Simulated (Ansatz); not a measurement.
**Relative stability**

Two relaxed structures of AlNH₃S (charge -1), singlet (PBE0-D4/def2-TZVPD; forces vanish, vibrations not checked).

A:

```xyz
6
angstrom
N -0.6536 0.2774 -0.6914
Al 0.5381 -0.1918 0.5868
S 1.4273 -2.0697 0.8043
H -1.0722 1.1897 -0.7803
H -0.9879 -0.3428 -1.4119
H 0.7483 1.1372 1.4925
```

B:

```xyz
6
angstrom
N 0.6738 -1.5048 0.0557
Al 0.3444 0.1176 0.4957
S -1.0472 1.6898 -0.4315
H -1.4848 0.8801 -1.4093
H 0.2348 -1.9598 -0.7382
H 1.0158 0.8794 1.7447
```

Computed with Ansatz 0.2.0 (basis: def2-TZVPPD); correlated methods freeze the cores. B3LYP uses VWN-RPA correlation.

Q: Which structure is lower at CCSD(T), and by how much? (To be estimated.)

A: Computed: A, by 37.89 kcal/mol (electronic energy, against the other). By their contacts, A is AlNH₃S ([NH2][AlH][S]), total charge -1 and B is AlNH₃S ([NH][AlH][SH]), total charge -1.

All methods give the same order:

```tsv
method	E(B) − E(A) (kcal/mol)
PBE-D4	35.99
r2SCAN-D4	38.85
PBE0-D4	39.94
B3LYP-D4	38.36
wB97M-V	39.72
HF	47.15
MP2	37.60
CCSD	39.58
CCSD(T)	37.89
```

The T1 diagnostic stays at or below 0.017.

Labels in which every atom is bracketed show which atoms are joined, not bond orders.

For scale, one of the runs: CCSD(T)/def2-TZVPPD, 187 basis functions, launched by `ansatz run in.yaml --threads 2 --pin off --events-out ev --progress --plain --max-ram 4352MiB`. The run took 26 s on 2 CPU threads of an Arm Neoverse V2 (shared host), with 1.8 GiB of host memory at its peak.
